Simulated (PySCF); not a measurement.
Bonds (- single, = double, # triple, : aromatic): C1-C2 1.502 Å, C2=C3 1.308 Å, C3=O4 1.160 Å. C1 carries H5, H6, H7; C2 carries H8.

Computed data (PySCF 2.14.0 with density-fitted response routines): geometry: PBE0-D3(BJ)/def2-TZVP, NMR shieldings at PBE0/pcSseg-2/GIAO. No solvent, non-relativistic Hamiltonian, single conformer, one averaged value for each set of equivalent atoms.

Q: List the cross peaks expected in HSQC, COSY and HMBC spectra.

A: 

HSQC (one-bond C–H):
| δH | δC |
| --- | --- |
| 2.61 (H8) | 11.4 (C2) |
| 1.65 (H5/H6/H7) | 6.4 (C1) |

COSY cross peaks (H two or three bonds apart, from the bond graph; peaks can be absent where the dihedral angle is near 90°):
| δH | δH |
| --- | --- |
| 2.61 (H8) | 1.65 (H5/H6/H7) |

HMBC (two and three bonds, from the bond graph):
| δH | δC |
| --- | --- |
| 2.61 (H8) | 208.0 (C3), 6.4 (C1) |
| 1.65 (H5/H6/H7) | 208.0 (C3), 11.4 (C2) |

References, each an isolated molecule treated in the same way: TMS for 1H and 13C.

Shifts are as computed. Against solution values, carbons near 30 ppm lie about +3 ppm off and those near 130 ppm about +9 ppm. Of 1211 compounds with measured shifts, 218 miss one by over three times the rms of a fit or turn the order of signals round; such compounds aren't used in these exercises.
